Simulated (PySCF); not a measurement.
Species: CH7AlN (charge -1).
Geometry (PBE0-D3(BJ)/def2-SVP, Å), atoms numbered from 1 in this order:
```
atom  x, y, z in Å
C1    -1.5654   -0.1976    0.1232
N2    -0.3158    0.4800    0.1132
Al3    1.4086   -0.2283    0.0084
H4    -1.4074   -1.2868    0.0162
H5    -2.2648    0.0781   -0.7068
H6    -2.1691   -0.0811    1.0598
H7    -0.4167    1.4853    0.2010
H8     1.5953   -1.1735   -1.3380
H9     1.8045   -1.1644    1.3176
H10    2.4009    1.0907   -0.0567
```

The closed-shell ground state was solved at several levels (PySCF, density fitting, gas phase, non-relativistic). Where the HOMO energy is positive, the finite basis confines the outermost electrons. No diffuse functions stand in pcSseg-1 and pcSseg-2, which bears on an anion's orbital energies.

| level | basis functions | total energy (Eh) | HOMO (eV) | LUMO (eV) | gap (eV) |
| --- | --- | --- | --- | --- | --- |
| PBE0/def2-SVPD | 120 | -339.1602 | -1.08 | 4.08 | 5.16 |
| KT2/pcSseg-2 | 213 | -343.3944 | 0.13 | 3.62 | 3.49 |

Problem. Estimate the row for PBE0/pcSseg-1, a basis of 93 functions; the other rows only guide the guess.

Solution. Total energy -339.2762 Eh, HOMO -0.88 eV, LUMO 5.41 eV, gap 6.29 eV.

Problem. Over all these levels, which gives the widest orbital gap and which the narrowest?

Solution. PBE0/pcSseg-1 (global hybrid, 25 % exact exchange) has the widest, 6.29 eV, and KT2/pcSseg-2 (GGA) the narrowest, 3.49 eV. Functional and basis both differ between the two, so the spread mixes both effects.
